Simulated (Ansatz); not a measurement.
Input file:

```yaml
crystal:
  periodic: [false, false, false]
  atoms:
    - {symbol: Ge, position_ang: [0.000000, 0.000000, 1.798600]}
    - {symbol: B, position_ang: [0.000000, 0.000000, -0.295700]}
    - {symbol: O, position_ang: [0.000000, 0.000000, -1.502900]}
basis:
  gaussian: {orbitals: cc-pVDZ}
magnetization: {spin_polarized: false, initial_magnetization: 3}
correlation: {method: fic_mrcisd_q, electrons: outside_noble_gas, active_space: {window: {electrons: 2, orbitals: 200}}}
```

```sh
$ ansatz run in.yaml --threads 1 --pin off --events-out ev --progress --plain --max-ram 2393MiB
```

Problem. One thing in this input was set wrong on purpose, beside settings that are merely unusual. What is the gravest fault, and what does the program do?

Solution. Impossible active window. How the run ends: stopped by an error.
```
589 factors; integrals over basis functions are off by at most 7.9e-4 eV
mean field evaluation 1: about -59175.7306 eV, gradient 3.9e1 eV
mean field evaluation 2: about -59175.7719 eV, gradient 3.9e1 eV
mean field evaluation 4: about -59180.3789 eV, gradient 7.0e0 eV
mean field evaluation 8: about -59180.8259 eV, gradient 9.7e-1 eV
mean field evaluation 16: about -59180.8716 eV, gradient 3.4e-6 eV
mean field -59180.87158854 eV, -2174.8569166432 hartree, gradient 3.4e-6 eV, S^2 3.750000; 2 other end points of the search recorded, 0 dependent functions left out
reference -59180.87158854 eV, -2174.8569166432 hartree; 24, 21 occupied and 31, 34 virtual orbitals, 589 factors
Error: 2 electrons in 200 orbitals form no window around the highest filled level of the reference
```
